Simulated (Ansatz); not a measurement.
## How far a parabola holds: energy against volume of rock-salt MgO

Results of PBEsol in Ansatz (PAW) for rock-salt MgO. Numerical settings: plane-wave cutoff 520 eV, 14×14×14 k mesh, Fermi–Dirac smearing 0.01 eV, scalar-relativistic PAW data made under PBE. The cell has no free parameter but its volume, all volumes share cutoff and mesh, and the runs aren't spin-polarised. Energies are free energies at the run's smearing, counted from the lowest row; static lattice.

```
V (Å³/atom)  E (meV/atom)
-----------  ------------
8.983                7.89
9.170                1.91
9.357                0.00
9.544                1.77
9.732                6.87
9.919                   ?
```

Taking a parabola for E over the 5 complete rows: With u = V - 9.36, the rows have u = -0.37700, -0.19000, -0.00300, 0.18400, 0.37200. Least squares gives E = -0.003 - 0.891·u + 52.622·u². Residuals (row less fit): 0.078, -0.156, 0.000, 0.155, -0.078; standard error 0.174 (degrees of freedom: 2). The fitted curve has its minimum at V = 9.37, where E = -0.01. Its curvature is d²E/dV² = 2 × 52.622 meV/Å⁶, so B = V0·d²E/dV² × 0.1602 = 158 GPa.

Problem. What does the fit predict for E at V = 9.919, and how far is the calculated value from it?

Solution. u = 0.55900, so E = -0.003 - 0.891 × 0.55900 + 52.622 × 0.55900² = 15.942 meV/atom. The calculation gives 14.98 meV/atom, 0.962 meV/atom below the prediction (6.4 % of the range of E in the table). The row lies outside the fitted rows, so this is an extrapolation. From the scatter of the fitted rows alone, a prediction at this place has a standard error of 0.411 meV/atom, so the miss is 2.3 times that.

The residuals are curvature that a parabola lacks, not noise. A solid that stiffens under compression and softens on expansion lies above the parabola at the compressed end and under it at the expanded end, as this row does. A third-order Birch-Murnaghan fit to the whole scan has B0 = 157 GPa. Only scans are tabulated whose curvature falls smoothly with volume, and where the parabola meets the shown rows within 5 % of their range and misses the end by 0.1 meV or more.

Measured, for comparison: bulk modulus 170 GPa (0 K value with the zero-point phonon effect removed; as tabulated in Mejia-Rodriguez and Trickey (2018), arXiv:1807.09216). Computed less measured: bulk modulus -8 %.

Ansatz is an electronic-structure program.
